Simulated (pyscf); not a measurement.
Structures and frequencies: ωB97X-D3(BJ)/def2-SVP in PySCF.

### Question
For the elementary gas-phase step `[OH][Al]([OH])[F]` + `[H]` [doublet] -> `[O][Al]([OH])[F]` [doublet] + `[H][H]` (doublet surface; H–O broken, H–H formed), what barrier and reaction energy does ωB97M-D3(BJ)/def2-TZVP give, measured from the separated reactants?

### Answer
ΔE‡ = 88.0 kJ/mol, ΔE = +79.1 kJ/mol. Zero-point energy shifts the barrier by -3.3 kJ/mol. It is a hydrogen abstraction, with an imaginary mode of 756i cm⁻¹. One saddle was located; it need not be the lowest between these sides. The angle at the transferred H is 152°.
